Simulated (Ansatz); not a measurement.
**Mo (model structure, started from the simple cubic type, Pm-3m, No. 221, 1 atom in the cell): lattice constant a by level of theory**

No measured value is used here.

| level (code) | value (Å) |
|---|---|
| PBE (Ansatz) | ? |
| PBEsol (Ansatz) | 2.572 |
| PBE-D3(BJ) (Ansatz) | 2.575 |
| r²SCAN (Ansatz) | 2.589 |

Fill in the missing entries.


- PBE (Ansatz, a quantum-chemistry and plane-wave program), value (Å): 2.601

Ansatz's density-functional and Hartree–Fock values are scalar-relativistic unless marked +SOC, with PAW data made under PBE.

A model structure was made by putting elements into a prototype or built by hand; it is no filed structure, need not be a known phase, and can be a saddle point held by its symmetry.
